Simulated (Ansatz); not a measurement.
System: rutile PbO₂. Method: r²SCAN (Ansatz, an electronic-structure program, PAW).

A relaxed, unreconstructed slab of the (110) face has 24 atoms, two equal faces of 24.007 Å² each and an energy of -104443.2743 eV. A bulk cell of 12 atoms with the same orientation and in-plane k mesh has -52222.8545 eV. Energies are extrapolated to zero smearing.

Settings: plane-wave cutoff 500 eV, 14×6×1 k mesh (along the axes of the cell as run), Fermi–Dirac smearing 0.05 eV, scalar-relativistic PAW data made under PBE.

Worked out: γ = (E_slab − N E_bulk per atom)/2A = [-104443.2743 − 24 × (-52222.8545/12)]/(2 × 24.007) = 0.0507 eV/Å². With 16.022 J/m² per eV/Å² this is 0.81 J/m², or 1.22 eV per surface cell and face.
